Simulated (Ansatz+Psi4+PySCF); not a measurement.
# singlet ClF in separate pieces: levels of theory in one basis

```csv
atom,x (Å),y (Å),z (Å)
F,0.0000,0.0000,-1.0848
Cl,0.0000,0.0000,3.8925
```

Basis set: cc-pVTZ on F; cc-pV(T+d)Z on Cl (spherical functions). Left uncorrelated: 6 orbitals. Charge 0, multiplicity 1.

Computed with Ansatz (development build ahead of 0.2.0); each method stands on the lowest determinant of its kind that the runs found.

```csv
method,E − E(RHF) (eV),<S²> of the determinant
RHF,0.00,0.00
UHF,-8.26,1.01
RHF-MP2,-21.77,–
UHF-MP2,-18.01,1.01
RHF-CCSD,-17.39,–
RHF-CCSD(T),-20.37,–
UHF-CCSD(T),-19.22,1.01
```

Q: What does UHF-CCSD give on the same scale?

A: -18.97 eV.

Q: Is a single determinant a sound starting point here?

A: It is doubtful. Unrestricted orbitals lower Hartree–Fock by 8.26 eV and <S²> is 1.01 where a pure state has 0.00, a sign of strong static correlation.

Caution for RHF, RHF-MP2, RHF-CCSD, RHF-CCSD(T): an unrestricted determinant lies well below. Caution for UHF, UHF-MP2, UHF-CCSD, UHF-CCSD(T): the unrestricted determinant is a mixture of spin states. Caution for RHF-MP2: large amplitudes, a single reference is doubtful. Caution for RHF-MP2, RHF-CCSD, RHF-CCSD(T): a plain start can end on a higher determinant. Caution for RHF-MP2, UHF-MP2: another reference gives a lower total. Caution for RHF-CCSD, RHF-CCSD(T): very large amplitudes, the method is breaking down; the amplitudes may be one of several solutions.
